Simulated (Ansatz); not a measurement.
Ansatz (a program for electronic structure) input (B2PLYP/def2-TZVP):

Ansatz 0.2 input:
```yaml
crystal:
  periodic: [false, false, false]
  atoms:
    - {symbol: C, position_ang: [-0.00000000, -0.00000000, -0.48944061]}
    - {symbol: C, position_ang: [0.00000000, 0.00000000, 0.74906153]}
    - {symbol: H, position_ang: [-0.00000000, -0.00000000, -1.55772552]}
basis:
  gaussian:
    orbitals: def2-TZVP
hamiltonian:
  xc: {name: B2PLYP}
total_charge: -1
magnetization: {spin_polarized: false}
correlation: {electrons: outside_noble_gas}
```

Output:

```
Functional definition: B2PLYP
integrals: 0.02 GiB planned
442 factors; integrals over basis functions are off by at most 9.2e-4 eV
mean field: 0.13 GiB planned
mean field evaluation 1: about -2082.9174 eV, gradient 1.4e1 eV
mean field evaluation 2: about -2082.9192 eV, gradient 1.4e1 eV
mean field evaluation 4: about -2083.5568 eV, gradient 3.3e0 eV
mean field evaluation 8: about -2083.5861 eV, gradient 3.8e-2 eV
mean field evaluation 16: about -2083.5861 eV, gradient 5.2e-7 eV
mean field -2083.58608864 eV, -76.5703764520 hartree, gradient 5.2e-7 eV, S^2 0.000000; 0 other end points of the search recorded, 0 dependent functions left out
2 core orbitals not correlated
reference -2083.58619462 eV, -76.5703803470 hartree; 5, 5 occupied and 61, 61 virtual orbitals, 442 factors
second order -10.50924190 eV of doubles, -0.00000000 eV of singles
Total energy: -2086.42368994 eV, -76.6746563764 hartree
```
